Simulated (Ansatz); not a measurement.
**AlSiH5 (AlH2(SiH3)) at BCCD(T)/STO-3G**

What is the vertical singlet–triplet gap of AlSiH5 (AlH2(SiH3)) at BCCD(T)/STO-3G? 

The calculation is run with Ansatz 0.2.0.

58 further runs of the same task are left out: 2 that didn't finish, 56 set aside as unsound or not needed.

## 1. The system as given

AlSiH5: 7 atoms, total charge 0, spin state singlet. SMILES: `[H][Al]([H])[SiH3]`. The shape comes from GFN2-xTB, which is rough for such elements, and wasn't checked as a minimum.

Bond lengths: Al1–Si4 2.421 Å, Al1–H2 1.567 Å, Al1–H3 1.566 Å, Si4–H5 1.482 Å, Si4–H6 1.482 Å, Si4–H7 1.482 Å. Angles: Al1–Si4–H5 114.1°, Al1–Si4–H6 113.8°, Al1–Si4–H7 116.0°, H2–Al1–Si4 125.8°, H3–Al1–Si4 126.2°, H5–Si4–H6 104.0°, H5–Si4–H7 103.8°, H6–Si4–H7 103.8°, H2–Al1–H3 107.9°.

## 2. The energy at BCCD(T)/STO-3G

File run.yaml:

```yaml
crystal:
  periodic: [false, false, false]
  atoms:
    - {symbol: Al, position_ang: [0.688040, 1.201700, 0.003860]}
    - {symbol: H, position_ang: [2.245410, 1.365000, 0.056470]}
    - {symbol: H, position_ang: [0.053380, 2.633190, -0.016580]}
    - {symbol: Si, position_ang: [-0.517390, -0.897790, -0.016750]}
    - {symbol: H, position_ang: [-1.851430, -0.836410, 0.625620]}
    - {symbol: H, position_ang: [0.177610, -1.992690, 0.701130]}
    - {symbol: H, position_ang: [-0.795620, -1.472990, -1.353750]}
basis:
  gaussian: {orbitals: STO-3G}
correlation: {method: bccd_t, frozen_orbitals: {Al: 5, H: 0, Si: 5}}
accuracy: high
scf: {omitted_lower_state_checks: [cluster_reference, increment]}
```

Run with:

```console
ansatz run run.yaml --threads 1 --pin off --max-ram 2610MiB --events-out events.jsonl --progress --plain --runs-dir runs
```

Output, cut to the lines that bear on the results:

```text
Warning: RAYON_NUM_THREADS=1 ignored (pool sized by the plan → 1); use --threads N
Functional definition: HF
  name "HF"
[...]
408 factors; integrals over basis functions are off by at most 7.1e-9 eV
[...]
mean field -14354.02738604 eV, -527.5007769278 hartree, gradient 2.4e-8 eV, S^2 0.000000; 0 other end points of the search recorded, 0 dependent functions left out
10 core orbitals not correlated: weight in the atoms' cores, before any rotation towards them, 0.999 or more for the frozen orbitals, at most 0.001 for the correlated occupied ones
reference -14354.02738604 eV, -527.5007769278 hartree; 6, 6 occupied and 7, 7 virtual orbitals, 408 factors
second order -1.93709965 eV of doubles, -0.00000000 eV of singles
cycle   1  -2.53148287 eV  change   -5.9e-1 eV  update   6.6e-2
[...]
cycle  19  -2.85317426 eV  change  -5.2e-10 eV  update  2.5e-10
perturbative correction -0.02450330 eV, -0.0009004795 hartree
Total energy: -14356.90506359 eV, -527.6065296273 hartree
Checks for a lower state left out: cluster_reference, increment
```

Wall time 0.24 s (1 thread of Arm Neoverse V1, shared host).

## 3. The triplet at the same level

File in.yaml:

```yaml
crystal:
  periodic: [false, false, false]
  atoms:
    - {symbol: Al, position_ang: [0.688040, 1.201700, 0.003860]}
    - {symbol: H, position_ang: [2.245410, 1.365000, 0.056470]}
    - {symbol: H, position_ang: [0.053380, 2.633190, -0.016580]}
    - {symbol: Si, position_ang: [-0.517390, -0.897790, -0.016750]}
    - {symbol: H, position_ang: [-1.851430, -0.836410, 0.625620]}
    - {symbol: H, position_ang: [0.177610, -1.992690, 0.701130]}
    - {symbol: H, position_ang: [-0.795620, -1.472990, -1.353750]}
basis:
  gaussian: {orbitals: STO-3G}
magnetization: {spin_polarized: true, initial_magnetization: 2}
correlation: {method: bccd_t, frozen_orbitals: {Al: 5, H: 0, Si: 5}}
accuracy: high
scf: {omitted_lower_state_checks: [cluster_reference, increment]}
```

Run with:

```console
ansatz run in.yaml --threads 1 --pin off --max-ram 2610MiB --events-out events.jsonl --progress --plain --runs-dir runs
```

Output, cut to the lines that bear on the results:

```text
Warning: RAYON_NUM_THREADS=1 ignored (pool sized by the plan → 1); use --threads N
[... 2 set-up lines as earlier in the session ...]
[...]
408 factors; integrals over basis functions are off by at most 7.1e-9 eV
[...]
mean field -14346.59476912 eV, -527.2276332939 hartree, gradient 1.3e-8 eV, S^2 2.006863; 10 other end points of the search recorded, 0 dependent functions left out
10 core orbitals not correlated: weight in the atoms' cores, before any rotation towards them, 0.999 or more for the frozen orbitals, at most 0.000 for the correlated occupied ones
reference -14346.59476912 eV, -527.2276332939 hartree; 7, 5 occupied and 6, 8 virtual orbitals, 408 factors
second order -1.88855828 eV of doubles, -0.00000000 eV of singles
cycle   1  -2.53863409 eV  change   -6.5e-1 eV  update   8.1e-2
[...]
cycle  40  -2.99109975 eV  change   6.4e-10 eV  update   1.0e-9
perturbative correction -0.04074731 eV, -0.0014974359 hartree
Total energy: -14349.62661618 eV, -527.3390516183 hartree
Checks for a lower state left out: cluster_reference, increment
```

It took 0.79 s on 1 thread of Arm Neoverse V1, shared host.

## 4. What came out

Level: BCCD(T)/STO-3G, 10 core orbitals frozen.

```
                                             quantity          value
                                singlet: total energy  -527.60653 Eh
singlet: correlation energy (10 core orbitals frozen)     -105.8 mEh
                              singlet: (T) correction      -0.90 mEh
                                triplet: total energy  -527.33905 Eh
triplet: correlation energy (10 core orbitals frozen)     -111.4 mEh
                              triplet: (T) correction      -1.50 mEh
           triplet: ⟨S²⟩ of the reference determinant          2.007
     vertical energy of the triplet above the singlet       7.278 eV
```

In words: At this shape the triplet lies 7.28 eV (168 kcal/mol) above the singlet. In a minimal basis such a difference can be off by several eV, whatever the method. The triples (singlet) make up 0.9 % of the correlation energy. The triples (triplet) make up 1.3 % of the correlation energy.
